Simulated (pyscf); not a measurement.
## Routes from cyclic C₂H₄BCl (SMILES ClB1CC1)

Candidate steps break at most two bonds and form at most two. Each was searched with GFN2-xTB (tblite) first. Optimised with ωB97X-D3(BJ)/def2-SVP in PySCF. MP2 and CC: frozen core, UHF for open shells. ΔMP2 is the change of the MP2 total energy from the triple- to the quadruple-zeta basis. Energies: CCSD(T)/def2-TZVPP + ΔMP2(QZVPP), kcal/mol, from the reactant's lowest minimum found, singlet surface; ΔG‡ with ideal gas, 1 atm, RRHO with modes under 100 cm⁻¹ raised to 100, one conformer, R ln 2 for chiral ones without a mode under 150 cm⁻¹.

```csv
products,type,ΔE‡,ΔE,ΔG‡ 298 K,ΔG‡ 900 K,ν‡ (cm⁻¹)
B–Cl [singlet] + H₂C=CH₂,cycloreversion,57.4,+51.5,55.1,52.8,445i
B–CH₂–CH₂–Cl [singlet],rearrangement,83.7,+68.0,82.4,82.2,505i
```

Plain bond fissions and candidates not yet searched are not listed, and one of them may be faster. Each barrier is that of the saddle found; lower ones may exist. A restricted solution here is unstable towards spin polarisation, so biradical character is likely and single-reference numbers are less safe. The CCSD(T) − MP2 part came from Ansatz, without density fitting, on the same reference. The largest closed-shell T1 diagnostic is 0.031, which may signal static correlation.
